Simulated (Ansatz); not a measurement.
Predict the output of the script below (Ansatz's Python interface).

`basis_al2clh3.py`
```python
"""Basis-set convergence for Al2ClH3."""

import warnings

import ansatz
from ase import Atoms

METHOD = "mp2"


def main() -> None:
    warnings.simplefilter("ignore", ansatz.DeckWarning)

    atoms = Atoms(["Al", "Al", "Cl", "H", "H", "H"], positions=[
        (-0.8272, 0.1924, -0.9255),
        (0.8079, -0.3858, 0.7812),
        (1.3052, 1.0529, 2.366),
        (-1.1829, -0.7871, -2.0957),
        (-1.5746, 1.6642, -0.9023),
        (1.5137, -1.8007, 0.7301),
    ])
    system = ansatz.Crystal.molecule_from_ase(atoms)

    model = system.calculation().correlation(METHOD)

    energies = {}
    for basis in ["cc-pVDZ", "cc-pVTZ"]:
        r = model.basis(gaussian=basis).run(threads=1).report
        size = r["n_frozen"] + r["n_occupied"][0] + r["n_virtual"][0]
        energies[basis] = (r["reference_energy_ev"] / 27.211386246, r["free_energy_ev"] / 27.211386246)
        print(f"{basis:14s} {size:4d} orbitals  reference {energies[basis][0]:14.6f} Ha  total {energies[basis][1]:14.6f} Ha")

    # two-point extrapolation: the basis-set error of the correlation energy falls as X^-3
    small, large = (energies[b][1] - energies[b][0] for b in ("cc-pVDZ", "cc-pVTZ"))
    limit = (3 ** 3 * large - 2 ** 3 * small) / (3 ** 3 - 2 ** 3)
    print(f"correlation energy: {small:.6f} and {large:.6f} Ha, extrapolated {limit:.6f} Ha")
    print(f"share caught by the larger set: {100 * large / limit:.1f} %")


if __name__ == "__main__":
    main()
```

```console
$ python basis_al2clh3.py
cc-pVDZ          69 orbitals  reference    -945.123454 Ha  total    -945.380893 Ha
cc-pVTZ         144 orbitals  reference    -945.161604 Ha  total    -945.501819 Ha
correlation energy: -0.257439 and -0.340214 Ha, extrapolated -0.375067 Ha
share caught by the larger set: 90.7 %
```

Against cc-pVDZ: cc-pVTZ -120.9 mHa. The last step alone is -120.93 mHa.

Notes:
- The drop along the ladder measures the basis error, and is no property of the molecule.
- The geometry is a force-field or estimated start, not a minimum of this method, and the last set is no limit. Much of the fall in a total is atomic energy, which cancels in bond and reaction energies.
- Inner cores stay frozen, so this is valence correlation.
- For Al to Cl the sets with a tight d function, cc-pV(X+d)Z, are usual.
- An extrapolation from small basis sets is rough.
- The whole script took 2.2 s on 1 thread of Intel(R) Xeon(R) 6975P-C (Granite Rapids), on a shared host, peak memory 0.31 GiB.
